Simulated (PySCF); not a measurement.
Molecule: `Nc1nccs1`, C₃H₄N₂S.

Bonds (- single, = double, # triple, : aromatic): N1-C2 1.365 Å, C2:N3 1.299 Å, N3:C4 1.367 Å, C4:C5 1.362 Å, C5:S6 1.734 Å, S6:C2 1.753 Å. N1 carries H7, H8; C4 carries H9; C5 carries H10.

Geometry PBE0-D3(BJ)/def2-SVP throughout; GIAO in PySCF 2.14, gas phase, one conformer, non-relativistic; equivalent atoms averaged; basis pcSseg-2.

**Question.** How do the shifts δ (against NH3, TMS, CS2 at the same level) depend on the functional? (ppm; last column core-seconds on shared hosts with different chips, so compare them loosely; the GGAs took longer than the global hybrids here, which isn't the general rule, and the cause wasn't traced)

**Answer.** 
| functional | kind | N3 | N1 | C2 | C4 | C5 | S6 | H9 | H10 | H7/H8 | core-s |
| --- | --- | --- | --- | --- | --- | --- | --- | --- | --- | --- | --- |
| HF | Hartree–Fock | 280.1 | 66.8 | 189.9 | 151.6 | 111.9 | 164.2 | 7.32 | 6.33 | 4.58 | 14 |
| LDA | LDA | 307.7 | 90.0 | 176.9 | 150.9 | 120.2 | 231.1 | 7.08 | 6.52 | 4.42 | 29 |
| PBE | GGA | 295.8 | 85.4 | 172.3 | 146.2 | 115.4 | 214.4 | 7.08 | 6.45 | 4.37 | 36 |
| BLYP | GGA | 298.4 | 85.7 | 174.9 | 146.4 | 115.9 | 228.2 | 7.04 | 6.39 | 4.36 | 36 |
| BP86 | GGA | 293.5 | 84.1 | 172.4 | 145.9 | 115.4 | 217.0 | 7.07 | 6.43 | 4.36 | 34 |
| OPBE | GGA | 282.9 | 81.7 | 165.0 | 141.5 | 111.3 | 195.0 | 7.14 | 6.50 | 4.41 | 35 |
| KT2 | GGA | 279.6 | 80.6 | 164.8 | 138.3 | 107.9 | 192.7 | 7.04 | 6.38 | 4.40 | 52 |
| KT3 | GGA | 276.7 | 79.5 | 163.3 | 137.1 | 107.2 | 192.1 | 7.05 | 6.38 | 4.42 | 48 |
| B97-D | GGA | 284.6 | 81.7 | 169.3 | 142.3 | 112.2 | 214.6 | 7.05 | 6.38 | 4.38 | 48 |
| B3LYP | global hybrid | 297.9 | 81.4 | 179.9 | 149.1 | 117.4 | 218.6 | 7.12 | 6.43 | 4.41 | 34 |
| PBE0 | global hybrid | 294.8 | 79.9 | 178.3 | 149.1 | 116.8 | 202.6 | 7.18 | 6.50 | 4.43 | 31 |
| mPW1PW91 | global hybrid | 294.8 | 79.6 | 178.8 | 149.4 | 117.2 | 204.7 | 7.17 | 6.48 | 4.42 | 32 |
| WP04 | global hybrid | 293.6 | 77.7 | 181.2 | 149.5 | 120.8 | 230.6 | 6.95 | 6.33 | 4.44 | 24 |
| B97-2 | global hybrid | 287.6 | 78.4 | 175.0 | 146.2 | 114.5 | 201.2 | 7.14 | 6.45 | 4.42 | 24 |
| BHandHLYP | global hybrid | 294.9 | 75.7 | 185.7 | 151.4 | 117.4 | 201.3 | 7.21 | 6.45 | 4.49 | 22 |
| CAM-B3LYP | range-separated hybrid | 298.0 | 79.2 | 185.7 | 152.4 | 119.6 | 218.5 | 7.17 | 6.48 | 4.41 | 29 |
| wB97X-D | range-separated hybrid | 292.9 | 77.4 | 182.6 | 151.1 | 118.5 | 208.7 | 7.18 | 6.49 | 4.40 | 29 |
| LC-wPBE | range-separated hybrid | 291.8 | 75.9 | 188.4 | 155.8 | 121.9 | 204.7 | 7.23 | 6.55 | 4.36 | 37 |

**Question.** Which nucleus moves most, in ppm?

**Answer.** S6 (aromatic ring sulfur): from 164.2 ppm with HF to 231.1 ppm with LDA. The smallest spread is 0.22 ppm, at H7/H8. Proton shifts span only some 12 ppm, so a few tenths of a ppm matter as much there as several ppm in carbon.
